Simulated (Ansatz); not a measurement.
Input file:

```yaml
crystal:
  periodic: [false, false, false]
  atoms:
    - {symbol: F, position_ang: [-0.050954, 0.012359, 1.417391]}
    - {symbol: As, position_ang: [0.040324, -0.003783, -0.343993]}
    - {symbol: H, position_ang: [-0.967086, -1.034658, -0.588166]}
    - {symbol: H, position_ang: [-1.069851, 1.082909, -0.558362]}
basis:
  gaussian: {orbitals: STO-3G}
magnetization: {spin_polarized: false}
hamiltonian: {xc: hf}
accuracy: high
scf: {lower_state_search: off}
output: {forces: true, orbitals: {seedname: orbitals}}
```

```sh
$ ansatz run in.yaml --threads 1 --pin off --events-out ev --progress --plain --max-ram 2393MiB
```

Output:

```
these checks for a lower state are left out or cut short: stability, starts, cluster_reference, orbital_swaps, neighbouring_geometries, increment
354 factors; integrals over basis functions are off by at most 4.9e-9 eV
mean field evaluation 1: about -62814.9460 eV, gradient 1.4e1 eV
mean field evaluation 2: about -62815.0005 eV, gradient 1.4e1 eV
mean field evaluation 4: about -62816.2557 eV, gradient 1.0e0 eV
mean field evaluation 8: about -62816.2628 eV, gradient 3.0e-6 eV
mean field -62816.26276885 eV, -2308.4550783631 hartree, gradient 1.2e-8 eV, S^2 0.000000; 0 other end points of the search recorded, 0 dependent functions left out
the calculation of the forces begins
reference -62816.26276885 eV, -2308.4550783631 hartree; 22, 22 occupied and 3, 3 virtual orbitals, 354 factors
Total energy: -62816.26276885 eV, -2308.4550783631 hartree
Atom 0 at    -0.050954     0.012359     1.417391 Å, force    -0.106488    -0.142110    -0.762275 eV/Å
Atom 1 at     0.040324    -0.003783    -0.343993 Å, force    -1.876214     1.797912     0.118506 eV/Å
Atom 2 at    -0.967086    -1.034658    -0.588166 Å, force     0.157585    -0.311680     0.270755 eV/Å
Atom 3 at    -1.069851     1.082909    -0.558362 Å, force     1.825118    -1.344122     0.373014 eV/Å
Dipole moment:    -0.125595    -0.025221    -0.166971 e Å
Checks for a lower state left out: stability, starts, cluster_reference, orbital_swaps, neighbouring_geometries, increment
```

Forces (eV/Å):
```
F   -0.106 -0.142 -0.762
As  -1.876  1.798  0.119
H    0.158 -0.312  0.271
H    1.825 -1.344  0.373
```

Ran on 1 thread of Arm Neoverse V2, shared host: 0.27 s wall, 0.06 GiB peak host memory.
